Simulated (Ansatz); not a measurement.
The same path of BFH2 + Cl (5 atoms, charge 0, multiplicity 2) was run twice with different band settings.

The calculation used Ansatz 0.2.0, UKS B3LYP-D4/def2-SVP.

Relaxed end points:

```xyz
5
Properties=species:S:1:pos:R:3
B 0.114 -0.004 -0.001
F 0.764 -0.074 1.150
H 0.778 0.014 -1.008
H -1.090 0.037 0.030
Cl -0.566 0.027 3.579
```

```xyz
5
Properties=species:S:1:pos:R:3
B 0.043 0.042 -0.094
F 0.308 0.365 1.161
H 0.959 -0.357 -0.772
H -1.093 0.172 -0.483
Cl -0.217 -0.222 3.938
```

Common settings: movable images 7; climbing image yes; spring 5.0 eV/Å²; optimiser quadratic models (default); force threshold 0.05 eV/Å; end points relaxed.

| run | start path | iteration limit |
| --- | --- | --- |
| 1 | through a guess of the saddle point | 58 |
| 2 | straight line | 50 |

(1) What does each run give, and how far can it be trusted?

Answers

(1) Run 1: converged after 49 iterations, highest image 0.022 eV above the first end. The highest image is an end point: on this band no image between the ends rises above it.
Run 2: converged after 10 iterations, highest image 0.022 eV above the first end. The highest image is an end point: on this band no image between the ends rises above it.
